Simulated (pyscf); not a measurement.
Elementary routes open to `[GeH3][GeH3]` + `[FH]` in the gas phase (singlet surface):
A. `[F][GeH2][GeH3]` + `[H][H]` (Ge–H, F–H broken; F–Ge, H–H formed)
B. `[F][GeH3]` + `[GeH4]` (Ge–Ge, F–H broken; F–Ge, Ge–H formed)

Single points on ωB97X-D3(BJ)/def2-SVP structures (PySCF, gas phase).

Q: Rank the routes by free-energy barrier at 298 K, lowest first, for ωB97M-D3(BJ)/def2-TZVP energies (ideal gas, 1 atm, RRHO with modes under 100 cm⁻¹ raised to 100, one conformer, R ln 2 for chiral ones without a mode under 150 cm⁻¹).

A: A (186.3 kJ/mol), B (210.3 kJ/mol)

Route A is the fastest of these, ahead of the next by 24.0 kJ/mol. The most stable products are those of A (ΔG = -40.9 kJ/mol), so kinetics and thermodynamics agree. At 1200 K A is still the fastest. Only these routes are compared; each barrier is that of the saddle found, and lower ones may exist. Elements up to Kr have no core potential and no relativistic terms here.
